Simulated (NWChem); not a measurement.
Total energies of P (+1)

```
P
```
Charge +1, spin multiplicity 3.

Program: NWChem.

Basis set: cc-pVQZ (59 functions).

```
method   total energy (Ha)  relative cost
-------  -----------------  -------------
UHF             -340.35461              1
UMP2            -340.42108        under 3
UB2PLYP         -340.77382        under 3
UPBE            -340.72539        under 3
UB3LYP          -340.90705        under 3
Ur2SCAN         -340.85561        under 3
```

Total energies of different functionals aren't comparable as a measure of quality: only differences taken within one method are. Costs are rough ratios of processor time within this set of runs, SCF included, with UHF as 1.

The correlated methods keep 5 core orbitals frozen. B3LYP has NWChem's definition, with VWN1-RPA local correlation. The stability of the SCF solutions was not checked. Open-shell Hartree-Fock references start from PBE0 orbitals; any time given for them includes that run.
